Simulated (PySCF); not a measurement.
Compound: CH6OSi.
Z-matrix (Å and degrees, GFN2-xTB geometry), rows numbered from 1:
```
C 
Si  1  1.8989
O   2  1.6286  1  111.68
H   1  1.0852  2  111.08  3   174.68
H   1  1.0869  2  111.40  3    54.89
H   1  1.0877  2  111.96  3   -65.44
H   2  1.4565  1  112.37  3  -112.87
H   2  1.4674  1  108.65  3   121.48
H   3  0.9531  2  122.19  1    52.16
```

The closed-shell SCF was solved with PySCF and density fitting under several settings on one GFN2-xTB geometry (grid level 2 and gas phase unless stated).

```tsv
settings	basis functions	SCF cycles	E (Eh)	HOMO (eV)	LUMO (eV)	dipole (D)
PBE0/pcSseg-1	88	12	-406.1934	-8.37	0.85	1.74
PBE0/def2-SVPD	115	12	-406.0490	-8.42	0.25	1.67
OPBE/Sadlej pVTZ, start guess atom	134	10	-406.4051	-6.89	-0.82	1.60
LC-wPBE/def2-SVPD, energy threshold 1e-08 Eh, damping 0.3 at the start, DIIS from the seventh cycle	115	10	-406.1514	-11.19	2.03	1.70
PBE0/3-21G	43	12	-404.0240	-7.82	1.58	2.03
```

Problem. Estimate the rows for these settings: (1) PBE0/MINI, IEF-PCM water, energy threshold 1e-06 Eh; (2) PBE0/pcseg-1, IEF-PCM acetonitrile, grid level 1; (3) WP04/pcSseg-1, grid level 4.

Solution. 
| settings | basis functions | SCF cycles | E (Eh) | HOMO (eV) | LUMO (eV) | dipole (D) |
| --- | --- | --- | --- | --- | --- | --- |
| PBE0/MINI, IEF-PCM water, energy threshold 1e-06 Eh | 25 | 6 | -403.7036 | -8.55 | 1.76 | 2.42 |
| PBE0/pcseg-1, IEF-PCM acetonitrile, grid level 1 | 76 | 8 | -406.1844 | -8.33 | 0.82 | 2.20 |
| WP04/pcSseg-1, grid level 4 | 88 | 13 | -412.3624 | -9.50 | -0.76 | 1.69 |

Problem. Over all rows, what range does the HOMO–LUMO gap span?

Solution. From 6.07 eV (OPBE/Sadlej pVTZ, start guess atom) to 13.22 eV (LC-wPBE/def2-SVPD, energy threshold 1e-08 Eh, damping 0.3 at the start, DIIS from the seventh cycle). The functional of the narrowest has no exact exchange, that of the widest range-separated exact exchange.

Problem. And the dipole moment?

Solution. From 1.60 D (OPBE/Sadlej pVTZ, start guess atom) to 2.42 D (PBE0/MINI, IEF-PCM water, energy threshold 1e-06 Eh); the largest is 1.51 times the smallest, and the median is 1.72 D.

Problem. Compare two rows with the functional PBE0: PBE0/pcSseg-1 and PBE0/def2-SVPD. Which energy is lower, and by how much?

Solution. PBE0/pcSseg-1 (88 functions) lies 0.1444 Eh or 91 kcal/mol below PBE0/def2-SVPD (115 functions). The smaller set gives the lower energy; the two sets aren't nested, so the variational bound doesn't order them by size.

Cycle counts include a coarse-grid stage where the run had one. WP04 was designed for NMR shieldings or shifts; total energies of different functionals aren't comparable. One conformer (not necessarily the lowest) at the GFN2-xTB geometry, without vibrations or thermal averaging.
